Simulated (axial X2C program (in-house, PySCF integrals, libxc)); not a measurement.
Ionising SiP

Computed with an in-house all-electron X2C program for linear molecules (integrals from PySCF), spin-free (one-electron X2C) or two-component (2c: spin–orbit coupling with atomic mean-field Coulomb and Gaunt terms, which also bring small scalar terms), in Dyall basis sets with cores contracted in-house; open shells are unrestricted.

Basis sets: P dyall-v3z, Si dyall-v3z. Frozen shells (counts by l): SiP P 2s1p, Si 2s1p, 9 electrons correlated; SiP⁺ P 2s1p, Si 2s1p, 8 electrons correlated. Coupled cluster in natural virtuals with an MP2 remainder. Where the outer core of a metal is frozen, bonds come out longer and ionisation energies lower.

```
Hamiltonian  level         SiP state  Re (Å)  ωe (cm⁻¹)  De (eV)
  spin-free   PBE0  M_S = 1/2, Λ = 1   2.077      633.6     3.55
  spin-free   CCSD  M_S = 1/2, Λ = 1   2.071      655.6     3.09
         2c   PBE0           Ω = 3/2   2.077      633.6     3.56
```

Adiabatic ionisation energy (minimum to minimum, no zero-point term) and constants of SiP⁺:

```csv
Hamiltonian,level,SiP⁺ state,IE (eV),Re (Å),ωe (cm⁻¹),De (eV),fragments
spin-free,PBE0,"M_S = 1, Λ = 0",8.70,2.226,507.9,3.06,P + Si+
spin-free,CCSD,"M_S = 1, Λ = 0",8.60,2.222,509.1,2.55,P + Si+
2c,PBE0,Ω = 1,8.71,2.226,507.7,3.06,P + Si+
```

Question: Add the zero-point terms to the ionisation energy at PBE0, 2c, and say whether the electron removed was bonding.

Answer: IE0 = IE + (ωe⁺ − ωe)/2 = 8.71 + (-0.008) = 8.70 eV. Re changes by 0.149 Å, so the bond lengthens, as on loss of a bonding electron.

Question: Close the cycle De(SiP⁺) + IE(SiP) = De(SiP) + IE(Si) to find the atomic ionisation energy at PBE0, 2c.

Answer: IE(Si) = 3.06 + 8.71 − 3.56 = 8.21 eV, for the determinants used.

Each entry is the lowest single determinant of a limited PBE0 search at one distance. De goes to single-determinant-based atoms at the same level (for ions the charge split of lowest energy) and is withheld (n/a) where an atom does not fit its ground term or J level. Main or longest-lived isotopes. One determinant is a doubtful description, or other states lie close, for SiP, SiP⁺; these need not be ground states, and all values refer to the states named. Some open-shell Ω = 0 determinants are out of reach, so the Ω given for SiP⁺ need not be the lowest component. With several unpaired electrons the Ω given is that of one determinant, not necessarily of the lowest component. Some light 2c atoms are not at their ground J level, so De misses part of their lowering (0.04 eV or less). The functionals have no current term, which raises determinants with orbital currents.
